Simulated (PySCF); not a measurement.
SiCl₄, SMILES Cl[Si](Cl)(Cl)Cl.

Geometry optimised at ωB97X-D3(BJ)/def2-SVP. The isomer is the one that the SMILES or the coordinates give; other isomers of the formula were not compared.

All values below come from TDDFT-M06-2X/def2-SVPD (PySCF 2.14.0).

Vertical excitations; the highest root listed may be one member of a degenerate set. The molecule is in vacuum. State labels are in the subgroup D2.

Computed excitation energies, oscillator strengths and character:
| state | symmetry | energy (eV) | λ (nm) | f | main pairs |
|---|---|---|---|---|---|
| S1 | B3 | 7.58 | 163 | 0.000 | HOMO→LUMO (degenerate set) |
| S2 | B2 | 7.58 | 163 | 0.000 | HOMO−1→LUMO (degenerate set) |
| S3 | B1 | 7.58 | 163 | 0.000 | HOMO−2→LUMO (degenerate set) |
| S4 | A | 8.38 | 148 | 0.000 | HOMO−7→LUMO, HOMO−6→LUMO, HOMO→LUMO+2, HOMO−2→LUMO+3 (degenerate set) |
| S5 | A | 8.38 | 148 | 0.000 | HOMO−6→LUMO, HOMO−7→LUMO, HOMO−1→LUMO+4, HOMO−2→LUMO+3 (degenerate set) |
| S6 | B3 | 8.42 | 147 | 0.112 | HOMO−3→LUMO (degenerate set) |
| S7 | B2 | 8.42 | 147 | 0.112 | HOMO−4→LUMO (degenerate set) |
| S8 | B1 | 8.42 | 147 | 0.112 | HOMO−5→LUMO (degenerate set) |
| S9 | A | 8.73 | 142 | 0.000 | HOMO→LUMO+2 23 %, HOMO−1→LUMO+4 23 %, HOMO−2→LUMO+3 23 %, HOMO−2→LUMO+5 7 % |
| S10 | B1 | 8.90 | 139 | 0.000 | HOMO−1→LUMO+2 34 %, HOMO→LUMO+4 34 %, HOMO−1→LUMO+7 10 %, HOMO→LUMO+6 10 % |
| T1 | B3 | 7.23 | 172 | 0 | HOMO→LUMO, HOMO→LUMO+1 (degenerate set) |
| T2 | B2 | 7.23 | 172 | 0 | HOMO−1→LUMO, HOMO−1→LUMO+1 (degenerate set) |
| T3 | B1 | 7.23 | 172 | 0 | HOMO−2→LUMO, HOMO−2→LUMO+1 (degenerate set) |
| T4 | B1 | 7.79 | 159 | 0 | HOMO−5→LUMO 58 %, HOMO−1→LUMO+2 10 %, HOMO→LUMO+4 10 %, HOMO−5→LUMO+1 10 % |
Triplets are in the Tamm–Dancoff approximation, which puts them higher than full response would, so one can lie above its singlet here.
